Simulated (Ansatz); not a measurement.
Calculated with Ansatz (gas phase, PBE0-D4/def2-TZVP geometries, no zero-point term in ΔE). CCSD(T)/CBS is the MP2 limit (def2-TZVPP, def2-QZVPP) plus CCSD(T) − MP2 in def2-TZVPP, frozen cores. This one scheme is used for every species. Functionals use def2-TZVPP. B3LYP here is the variant with VWN-RPA as its local correlation; programs differ in this. Each species was taken in one conformer, which may not be the lowest.

Consider the formal hydrolysis of a C–C bond: `C=C(C=O)CCl` + H₂O → `C=C(O)CCl` + `C=O`.

```csv
level,ΔE (kJ/mol),difference from CCSD(T)/CBS
revPBE-D4,63.5,-7.1
BLYP-D4,61.4,-9.2
PBE-QIDH,65.8,-4.8
PBE,58.0,-12.6
B3LYP,56.3,-14.3
r2SCAN0,62.4,-8.2
BHLYP,57.8,-12.8
LC-ωPBE,56.1,-14.5
RPA@PBE/def2-TZVPP,60.1,-10.5
MP2/def2-SVP,58.0,-12.6
CCSD/def2-SVP,50.6,-20.0
HF/def2-TZVPP,53.1,-17.5
SCS-MP2/def2-TZVPP,66.8,-3.8
CCSD/def2-TZVPP,63.7,-6.9
HF/def2-QZVPP,53.6,-17.0
MP2/CBS(def2),77.4,6.8
CCSD(T)/CBS,70.6,0
```

Q: What do rigid-rotor, harmonic-oscillator terms from PBE0-D4/def2-TZVP frequencies (298.15 K, 1 bar) make of the CCSD(T)/CBS value? (Best estimate.)

A: Computed: ΔZPE = +1.0 kJ/mol, ΔH = +69.4 kJ/mol, ΔS = 7 J/(mol·K), ΔG = +67.3 kJ/mol.

Largest T1 diagnostic among the species: 0.015.

Leaving LDA and LC-ωPBE aside and taking each functional with its dispersion term where it has one, the values, not all of them listed here, spread over 7.9 kJ/mol, from ωB97X-V to PBE-QIDH. LDA lies +3.1 kJ/mol from PBE without D4. In def2-TZVPP, CCSD(T) changes the Hartree–Fock value by +13.1 kJ/mol (the triples alone add +2.6 kJ/mol) and MP2 by +20.0 kJ/mol. The D4 term adds +5.8 kJ/mol with B3LYP and +3.3 kJ/mol with PBE0; it sums over pairs of atoms, weighted by their polarisabilities, and B3LYP, whose exchange is more repulsive, gets the larger term.

CCSD(T)/CBS has its own doubt, a few kJ/mol and more with outer-core shells, so smaller differences from it don't rank the levels.
